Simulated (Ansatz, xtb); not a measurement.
**Isomers of C4H8FN in order of energy**

3 gas-phase structures of C4H8FN, from a drawn sample of its isomers (lower ones may exist). Each was relaxed with GFN2-xTB; where two conformers were screened, the lower at r2SCAN-D4/def2-SVP is listed:

A. `C/C(N)=C/CF`, a singlet
B. `[H]/N=C(/C)CCF`, a singlet
C. `C=C(N)CCF`, a singlet

Question: Make a reasoned guess at their ranking by r2SCAN-D4/def2-SVP single-point energy.

Answer: Calculated order at r2SCAN-D4/def2-SVP: A (0.0), B (8.7), C (15.9) kJ/mol.

Energies above the lowest of each column, in kJ/mol; the last columns are at B3LYP-D3(BJ)/def2-SVP geometries and were run for some of them only (a dash: not run or not comparable):

```tsv
structure	GFN2-xTB	HF/STO-3G	r2SCAN-D4/def2-SVP	B3LYP-D3(BJ)/def2-SVP	CCSD(T)/def2-SVP + ΔMP2/def2-TZVPP
A	3.2	34.4	0.0	0.0	0.0
B	0.0	0.0	8.7	–	–
C	16.4	43.6	15.9	14.4	8.4
```

CCSD(T)/def2-SVP + ΔMP2/def2-TZVPP puts A lowest of those it was run on; GFN2-xTB picks B, HF/STO-3G picks B. Some further structures that were screened fall inside this span and aren't listed. Flexible structures stand in one conformer each, not always the lowest. Frequencies (GFN2-xTB) were run for A, C alone. ΔMP2 is the change of the MP2 energy from the smaller to the larger basis.

Programs: Ansatz 0.2.0, xtb 6.7.1.
